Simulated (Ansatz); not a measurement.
Basis-set extrapolation for C4H8Cl2, SMILES `CCC(Cl)CCl` (PBE0-D4/def2-TZVP geometry, frozen core, the Gaussian-basis code of Ansatz). Multiplicity 1, RHF reference.

```json
{"": "HF", "def2-TZVPP": "-1075.220472", "def2-QZVPP": "-1075.253104"}
{"": "MP2 correlation", "def2-TZVPP": "-1.078933", "def2-QZVPP": "-1.162238"}
{"": "CCSD(T) correlation", "def2-TZVPP": "-1.196265", "def2-QZVPP": "not run"}
```

Energies in hartree. Use E(X) = E(∞) + A·exp(−7.88·√X) for Hartree–Fock and E(X) = E(∞) + B·X^(−2.97) for correlation, with X = 3 and 4, and add CCSD(T) minus MP2 of the smaller set to the MP2 limit.

Task: What is the CCSD(T) energy at the basis-set limit?

Result: HF limit: -1075.253104 + (-0.032632) × 0.13774 = -1075.25760. MP2 limit: -1.162238 + (-0.083305) × 0.74074 = -1.22395. Higher-order term: -1.196265 − (-1.078933) = -0.11733. Total: -1076.59888 hartree, 478.2 kJ/mol below CCSD(T)/def2-TZVPP.
